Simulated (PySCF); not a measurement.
SMILES P, singlet (CAM-B3LYP/def2-SVP optimised geometry):

```
4

P     -0.671    -0.711     0.000
H     -0.754    -0.800     1.420
H      0.754    -0.711     0.000
H     -0.754     0.711     0.000
```

Level of theory: CAM-B3LYP/def2-TZVP in PySCF.

Question: What are the frontier orbital energies and the dipole moment?

Answer: HOMO-2 -12.18 eV, HOMO-1 -12.18 eV, HOMO -9.19 eV, LUMO 1.84 eV, LUMO+1 1.84 eV; dipole moment 0.64 D.

Meta-Löwdin charges at CAM-B3LYP/def2-TZVP: P1 -0.02, H2 0.01, H3 0.01, H4 0.01.
